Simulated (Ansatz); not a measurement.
A made-up structure of CH₂NSi, doublet:

C1  (0.563, -0.520, 0.542)
Si2  (-0.472, 0.436, -0.455)
N3  (1.439, -1.328, 1.385)
H4  (-0.822, 0.013, -1.764)
H5  (-1.001, 1.669, 0.010)
(Å)

It is relaxed with PBE-D4/def2-SVP and then PBE0-D4/def2-TZVP (Ansatz 0.2.0). Atoms count as bonded within 1.22 times the sum of their covalent radii (H–H: 0.88 Å). The end point is not checked to be a true minimum.

Task: Does its bonding change? (Judge from chemistry; the calculation decides.)

Result: By the calculation: No: no bond forms or breaks.

Where it ends: The first stage lowers the energy by 2.58 eV in 15 steps. It ends as CH₂NSi ([N][C][SiH2]):
```xyz
5
angstrom
C 0.5689 -0.5651 0.5850
Si -0.7840 0.2649 -0.3266
N 1.3625 -1.1369 1.1989
H -0.6284 0.0079 -1.7757
H -0.8117 1.6994 0.0366
```

Labels in which every atom is bracketed show which atoms are joined, not bond orders.

For scale, one of the runs: PBE0-D4/def2-TZVP relaxation, 111 basis functions, launched by `ansatz run in.yaml --threads 2 --pin off --events-out ev --progress --plain --max-ram 4352MiB`. Hardware: 2 CPU threads of an Arm Neoverse V1, shared host. Wall time about 10 s.
